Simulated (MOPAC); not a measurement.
MOPAC input (MNDO):

```
MNDO PRECISE GNORM=0.05 LET XYZ UHF MS=0.5 GEO-OK AUX(PRECISION=9) THREADS=1
C2H5S

C     1.53379673 1    0.72178748 1   -0.05598659 1
C     0.05413916 1    0.71444552 1   -0.20590311 1
S    -0.80245468 1   -0.74723182 1    0.15829164 1
H    -2.04112453 1   -0.30969112 1   -0.11921902 1
H    -0.44898370 1    1.46562804 1   -0.79670620 1
H     1.90387340 1    1.74551367 1    0.02581078 1
H     1.84946314 1    0.17840682 1    0.83876032 1
H     2.04843123 1    0.25845385 1   -0.90997389 1
```

From the last part of the output:

```
                                                       MOPAC v23.2.5 Linux

          FINAL HEAT OF FORMATION =          6.18067 KCAL/MOL =      25.85992 KJ/MOL

          COSMO AREA              =         98.65 SQUARE ANGSTROMS
          COSMO VOLUME            =         82.47 CUBIC ANGSTROMS

          GRADIENT NORM           =          0.01774          =       0.00627 PER ATOM
          IONIZATION POTENTIAL    =          8.774597 EV
          ALPHA SOMO LUMO (EV)    =         -8.775  1.708
          BETA  SOMO LUMO (EV)    =        -10.476  0.701
          NO. OF ALPHA ELECTRONS  =         10
          NO. OF BETA  ELECTRONS  =          9
          MOLECULAR WEIGHT        =         61.1215         POINT GROUP:  Cs

          MOLECULAR DIMENSIONS (Angstroms)

            Atom       Atom       Distance
            H     6    H     4     4.32913
            H     7    H     5     2.71426
            H     4    H     8     1.74244

          SCF CALCULATIONS        =         82

   ATOM   CHEMICAL          X               Y               Z
  NUMBER   SYMBOL      (ANGSTROMS)     (ANGSTROMS)     (ANGSTROMS)

     1       C          1.53109440  *   0.71668351  *  -0.05567440  *
     2       C          0.08358674  *   0.57948441  *  -0.34035532  *
     3       S         -0.83208296  *  -0.64445186  *   0.27599893  *
     4       H         -2.00841771  *  -0.37757968  *  -0.21999513  *
     5       H         -0.37736827  *   1.32410935  *  -0.98326078  *
     6       H          1.73679494  *   1.69257228  *   0.43513553  *
     7       H          1.92070771  *  -0.08242800  *   0.60717376  *
     8       H          2.11471729  *   0.68548230  *  -1.00117913  *

                             CARTESIAN COORDINATES

   1    C        1.531094396     0.716683510    -0.055674399
   2    C        0.083586744     0.579484407    -0.340355323
   3    S       -0.832082958    -0.644451857     0.275998931
   4    H       -2.008417712    -0.377579679    -0.219995132
   5    H       -0.377368275     1.324109349    -0.983260779
   6    H        1.736794937     1.692572277     0.435135529
   7    H        1.920707714    -0.082427998     0.607173757
   8    H        2.114717287     0.685482303    -1.001179134

           Empirical Formula: C2 H5 S  =     8 atoms

      MOLECULAR POINT GROUP   :   Cs

          ALPHA EIGENVALUES
 -35.47531 -26.28271 -20.44800 -16.53314 -14.51376 -14.06687 -13.49462 -12.18049
 -11.55035  -8.77460   1.70754   2.47946   3.89056   4.21050   4.41148   4.79258
   5.75962

           BETA EIGENVALUES
 -34.74213 -25.87705 -19.99113 -16.36700 -14.15674 -13.87313 -13.42826 -12.06860
 -10.47554   0.70069   1.78784   3.04373   4.08201   4.33295   4.65715   5.26655
   5.91271

              NET ATOMIC CHARGES AND DIPOLE CONTRIBUTIONS

  ATOM NO.   TYPE          CHARGE      No. of ELECS.   s-Pop       p-Pop
    1          C           0.086874        3.9131     1.20175     2.71137
    2          C          -0.328245        4.3282     1.28333     3.04491
    3          S           0.205117        5.7949     1.80690     3.98798
    4          H          -0.033331        1.0333     1.03333
    5          H           0.066056        0.9339     0.93394
    6          H           0.000125        0.9999     0.99988
    7          H           0.003276        0.9967     0.99672
    8          H           0.000129        0.9999     0.99987
 DIPOLE           X         Y         Z       TOTAL
 POINT-CHG.    -0.078    -0.769     0.518     0.930
 HYBRID        -0.464     1.473    -1.154     1.928
 SUM           -0.542     0.705    -0.636     1.093

          ATOMIC ORBITAL ELECTRON POPULATIONS

     Atom    s        px        py        pz
    1  C   1.20175   0.87407   0.92041   0.91689
    2  C   1.28333   0.98801   0.99617   1.06073
    3  S   1.80690   0.99359   1.36531   1.62908
    4  H   1.03333
    5  H   0.93394
    6  H   0.99988
    7  H   0.99672
    8  H   0.99987

                    (SZ)    =    0.500000
                    (S**2)  =    0.758521

          ATOMIC ORBITAL SPIN POPULATIONS

    Atom   Total    s     px     py     pz
         Atomic
    1  C -0.0808 -0.008 -0.044 -0.013 -0.016
    2  C  0.9983  0.052  0.080  0.300  0.566
    3  S  0.0701  0.006 -0.003  0.004  0.063
    4  H -0.0021 -0.002
    5  H -0.0490 -0.049
    6  H  0.0296  0.030
    7  H  0.0042  0.004
    8  H  0.0297  0.030

 **********************
 *                    *
 * JOB ENDED NORMALLY *
 *                    *
 **********************

 == MOPAC DONE ==
```
